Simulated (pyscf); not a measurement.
Structures and frequencies: ωB97X-D3(BJ)/def2-SVP in PySCF.

### Question
Estimate by transition-state theory the rate constant of H₂N–Zr(Cl)(Cl)–Cl (SMILES [NH2][Zr]([Cl])([Cl])[Cl]) + H• (SMILES [H]) -> [HN–Zr(Cl)(Cl)–Cl]• (SMILES [NH][Zr]([Cl])([Cl])[Cl]) + H₂ (SMILES [H][H]) (doublet surface; H–N broken, H–H formed) at 900 K, with ωB97M-D3(BJ)/def2-TZVP energies (ideal gas, 1 atm, RRHO with modes under 100 cm⁻¹ raised to 100, one conformer, R ln 2 for rigid chiral ones; no tunnelling).

### Answer
The electronic barrier is 17.4 kcal/mol and the thermal terms add +18.5, so ΔG‡ = 35.9 kcal/mol. With k_BT/h = 1.88e+13 s⁻¹ and RT = 1.788 kcal/mol, and a volume of 1.23e-19 cm³ per molecule at 1 atm, k = 4.3e-15 cm³ molecule⁻¹ s⁻¹. Wigner's tunnelling factor for 1048i cm⁻¹ would be 1.12. A shift of 1 kcal/mol in the barrier changes k by a factor 1.7. One saddle was located; it need not be the lowest between these sides. The angle at the transferred H is 171°. Open-shell species with a d-block atom are single-reference here; other states, and whether the spin sits on metal or ligand, were not checked. Elements past Kr carry the def2 core potentials, without spin-orbit coupling.
